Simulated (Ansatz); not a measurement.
Z-matrix (Å, degrees):
```
C
H 1 1.0847
C 1 1.4008 2 118.15
H 3 1.0909 1 120.29 2 -179.94
H 3 1.0912 4 116.79 1 -179.94
H 1 1.1166 2 113.58 3 126.62
H 1 1.1171 2 113.58 6 107.11
```
Charge +1, spin multiplicity 1.

Computed with frozen-core CCSD(T)/cc-pVTZ // PBE0-D3(BJ)/def2-TZVP (Ansatz, a program for electronic structure).

| Quantity | Result |
|---|---|
| HF energy | -78.33948 Ha |
| MP2 correlation energy | -0.31352 Ha |

Estimate the CCSD correlation energy, the (T) correction, the total energy and the T1 diagnostic.


```yaml
CCSD correlation energy: -0.34475 Ha
"(T) correction": -0.01219 Ha
CCSD(T) total energy: -78.69641 Ha
T1 diagnostic: 0.018
```
